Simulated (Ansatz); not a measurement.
# AlBe+ (quintet): the correlation ladder, def2-QZVPP

The task here is to estimate one member of a computed series from the others.

The runs use Ansatz 0.2.0, Gaussian basis; def2-QZVPP, core rule «outside noble gas», up to 6 orbitals frozen.

The runs, in order: UHF; ROHF; CCSD(T) on UHF.

### What is computed

The geometry is a PBE0/def2-TZVP stationary point (not a proven minimum) of the parent state, kept for this charge and spin.

2 atoms, charge 1, spin multiplicity 5.

Atoms are counted from 1 here; the program's logs count them from 0.

Bond lengths: Al1–Be2 2.117 Å.

Set-up of the first run:

in.yaml reads:

```yaml
crystal:
  periodic: [false, false, false]
  atoms:
    - {symbol: Al, position_ang: [0.000000, 0.000000, 0.000000]}
    - {symbol: Be, position_ang: [0.000000, 0.000000, 2.117300]}
basis:
  gaussian: {orbitals: "def2-QZVPP.json"}
total_charge: 1
magnetization: {spin_polarized: true, initial_magnetization: 4}
hamiltonian: {xc: hf}
output: {orbitals: {seedname: orbitals}}
```

The run is started by

```bash
> ansatz run in.yaml --threads 1 --pin off --events-out ev --progress --plain --max-ram 2393MiB
```

Steps of the session up to this table: UHF; ROHF; CCSD(T) on UHF.

One table of the session follows, with a row left open; its other results are not shown here.

| method | from UCCSD(T) (kJ/mol) |
| --- | --- |
| ROHF | +90.4 |
| UHF | ? |
| UMP2 | +31.0 |
| UCCSD | +2.8 |
| UCCSD(T) | 0 |

**Question.** Estimate the row for UHF.

The run gave: from UCCSD(T) (kJ/mol): +90.1. In the column «from UCCSD(T) (kJ/mol)» it lies between UMP2 (+31.0) and ROHF (+90.4).
